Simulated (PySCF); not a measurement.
Running PySCF for F2

Input:

```python
from pyscf import gto, scf, solvent

mol = gto.M(
    atom='F 0 0 0; F 0 0 1.107',
    basis='ano-rcc-vdzp',
    charge=0,
    spin=0,
    verbose=4,
)
mf = scf.UHF(mol)
mf = mf.sfx2c1e()
mf = solvent.PCM(mf)
mf.with_solvent.eps = 4.71
mf.kernel()
mf.analyze()
print('orbital energies (hartree):', [e[max(0, n-3):n+3].round(4) for e, n in zip(mf.mo_energy, mol.nelec)])
```

```bash
$ OMP_NUM_THREADS=1 python input.py
```

The log (some set-up lines and the per-cycle HOMO/LUMO lines with their warnings removed):

```
PySCF version 2.14.0

[INPUT] Symbol           X                Y                Z      unit          X                Y                Z       unit  Magmom
[INPUT]  1 F      0.000000000000   0.000000000000   0.000000000000 AA    0.000000000000   0.000000000000   0.000000000000 Bohr   0.0
[INPUT]  2 F      0.000000000000   0.000000000000   1.107000000000 AA    0.000000000000   0.000000000000   2.091926819894 Bohr   0.0

nuclear repulsion = 38.7202837258537
number of shells = 6
number of NR pGTOs = 122
number of NR cGTOs = 28
basis = ano-rcc-vdzp
ecp = {}

******** <class 'pyscf.solvent._attach_solvent.PCMsfX2C1eUHF'> ********
method = PCMsfX2C1eUHF
initial guess = minao
damping factor = 0
level_shift factor = 0
DIIS = <class 'pyscf.scf.diis.CDIIS'>
SCF conv_tol = 1e-09
SCF max_cycles = 50
number electrons alpha = 9  beta = 9

******** <class 'pyscf.x2c.sfx2c1e.SpinFreeX2CHelper'> ********
approx = 1e
xuncontract = 1
******** <class 'pyscf.solvent.pcm.PCM'> (In testing) ********

WARN: PCM is an experimental feature. It is still in testing.
Features and APIs may be changed in the future.

lebedev_order = 29 (302 grids per sphere)
eps = 4.71
frozen = False
PCM E_diel = -1.42753953680704e-05
Solvent Energy = -1.42753953680704e-05
init E= -199.671853930455
PCM E_diel = -0.00047590217292349
Solvent Energy = -0.00047590217292349
cycle= 1 E= -198.819230811809  delta_E= 0.853  |g|= 0.311  |ddm|= 1.71
PCM E_diel = -0.000167800964000167
Solvent Energy = -0.000167800964000167
cycle= 2 E= -198.845977208355  delta_E= -0.0267  |g|= 0.0906  |ddm|= 0.226
PCM E_diel = -0.00022320850443907
Solvent Energy = -0.00022320850443907
cycle= 3 E= -198.84830850691  delta_E= -0.00233  |g|= 0.0152  |ddm|= 0.0668
PCM E_diel = -0.00022133352783226
Solvent Energy = -0.00022133352783226
cycle= 4 E= -198.84841557364  delta_E= -0.000107  |g|= 0.00436  |ddm|= 0.0149
PCM E_diel = -0.000223473515875122
Solvent Energy = -0.000223473515875122
cycle= 5 E= -198.848424287941  delta_E= -8.71e-06  |g|= 0.000351  |ddm|= 0.00507
PCM E_diel = -0.000223434128460662
Solvent Energy = -0.000223434128460662
cycle= 6 E= -198.848424347888  delta_E= -5.99e-08  |g|= 2.62e-05  |ddm|= 0.000367
PCM E_diel = -0.00022342940653292
Solvent Energy = -0.00022342940653292
cycle= 7 E= -198.848424348311  delta_E= -4.23e-10  |g|= 2.7e-06  |ddm|= 3.44e-05
PCM E_diel = -0.000223428607963864
Solvent Energy = -0.000223428607963864
Extra cycle  E= -198.848424348315  delta_E= -4.23e-12  |g|= 6.89e-07  |ddm|= 2.82e-06
converged SCF energy = -198.848424348315  <S^2> = 7.1054274e-15  2S+1 = 1
**** SCF Summaries ****
Total Energy =                        -198.848424348314836
Nuclear Repulsion Energy =              38.720283725853669
One-electron Energy =                 -354.934615769194806
Two-electron Energy =                  117.366131123634275
Two-electron Coulomb Energy =          137.638886457895381
DFT Exchange-Correlation Energy =      -20.272755334261106
**** MO energy ****
                             alpha | beta                alpha | beta
MO #1   energy= -26.3975933932508  | -26.3975933932507  occ= 1 | 1
MO #2   energy= -26.3969289889557  | -26.3969289889557  occ= 1 | 1
MO #3   energy= -2.02287621831105  | -2.02287621831105  occ= 1 | 1
MO #4   energy= -1.3944303037277   | -1.3944303037277   occ= 1 | 1
MO #5   energy= -0.916523369041035 | -0.916523369041034 occ= 1 | 1
MO #6   energy= -0.916523369023929 | -0.916523369023929 occ= 1 | 1
MO #7   energy= -0.881329007020973 | -0.881329007020973 occ= 1 | 1
MO #8   energy= -0.577220225169164 | -0.577220225169164 occ= 1 | 1
MO #9   energy= -0.577220225153844 | -0.577220225153845 occ= 1 | 1
MO #10  energy= 0.314413763110277  | 0.314413763110275  occ= 0 | 0
MO #11  energy= 0.587010176197028  | 0.587010176197028  occ= 0 | 0
MO #12  energy= 0.587010176212818  | 0.587010176212818  occ= 0 | 0
[16 lines left out]

To work with the spin densities directly, `use mulliken_meta_spin()` only printing them here.

 ** Mulliken spin pop alpha/beta on meta-lowdin orthogonal AOs **
 ** Mulliken Spin Density (per AO)  **
 ** Mulliken Spin Density (per atom)  **
spin density of  0 F =      0.00000
spin density of  1 F =      0.00000
 ** Mulliken pop alpha/beta on meta-lowdin orthogonal AOs **
 ** Mulliken pop       alpha | beta **
pop of  0 F 1s        1.00000 | 1.00000
pop of  0 F 2s        0.91292 | 0.91292
pop of  0 F 3s        0.00496 | 0.00496
pop of  0 F 2px       0.99487 | 0.99487
pop of  0 F 2py       0.99487 | 0.99487
pop of  0 F 2pz       0.57397 | 0.57397
pop of  0 F 3px       0.00386 | 0.00386
pop of  0 F 3py       0.00386 | 0.00386
pop of  0 F 3pz       0.00347 | 0.00347
pop of  0 F 3dxy      0.00000 | 0.00000
pop of  0 F 3dyz      0.00126 | 0.00126
pop of  0 F 3dz^2     0.00468 | 0.00468
[16 lines left out]
In total             9.00000 | 9.00000
 ** Mulliken atomic charges   ( Nelec_alpha | Nelec_beta ) **
charge of  0F =      0.00000  (     4.50000      4.50000 )
charge of  1F =     -0.00000  (     4.50000      4.50000 )
Dipole moment(X, Y, Z, Debye): -0.00000,  0.00000, -0.00000
orbital energies (hartree): [array([-0.8813, -0.5772, -0.5772,  0.3144,  0.587 ,  0.587 ]), array([-0.8813, -0.5772, -0.5772,  0.3144,  0.587 ,  0.587 ])]
```

In short: E(SCF) = -198.848424 Eh, 7 cycles, μz(SCF) = 0.00 D.

Hardware: Arm Neoverse V2, 1 thread, shared host. Wall time 2.4 s, peak memory 0.14 GiB.

The bond length is a typed value, not an optimised one. No search for the lowest solution was made.
